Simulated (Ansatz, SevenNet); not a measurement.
Rock-salt LiBr: properties by level of theory

Reference values: lattice constant a 5.459 Å (measured, low temperature, zero-point motion not removed; as tabulated in Doll and Stoll (1998), arXiv:cond-mat/9801031); elastic constant C11 39.6 GPa (measured, temperature not stated, no zero-point or thermal correction; as tabulated in Harker's crystal data pages); elastic constant C44 19.1 GPa (measured, temperature not stated, no zero-point or thermal correction; as tabulated in Harker's crystal data pages).

| level (code) | equilibrium lattice constant a (Å) | elastic constant C11 (GPa) | elastic constant C44 (GPa) | Voigt–Reuss–Hill shear modulus (GPa) |
|---|---|---|---|---|
| SevenNet-0 | (withheld) | (withheld) | 16.7 | 11.6 |
| LDA (Ansatz) | 5.310 | 62.0 | 22.1 | 21.9 |
| HSE06 (Ansatz) | (withheld) | (withheld) | 20.6 | (withheld) |
| PBE0 (Ansatz) | (withheld) | 46.0 | 20.7 | 17.7 |

Task: Some entries are withheld; supply them.

Result: 
- SevenNet-0, equilibrium lattice constant a (Å): 5.531
- SevenNet-0, elastic constant C11 (GPa): 27.4
- HSE06 (Ansatz, a quantum-chemistry and plane-wave program), equilibrium lattice constant a (Å): 5.474
- HSE06 (Ansatz), elastic constant C11 (GPa): 44.8
- HSE06 (Ansatz), Voigt–Reuss–Hill shear modulus (GPa): 17.3
- PBE0 (Ansatz), equilibrium lattice constant a (Å): 5.469

Machine-learned potentials (SevenNet-0) are trained on DFT data: a solid inside that data is no test of them.

Ansatz's density-functional and Hartree–Fock values are scalar-relativistic unless marked +SOC, with PAW data made under PBE.
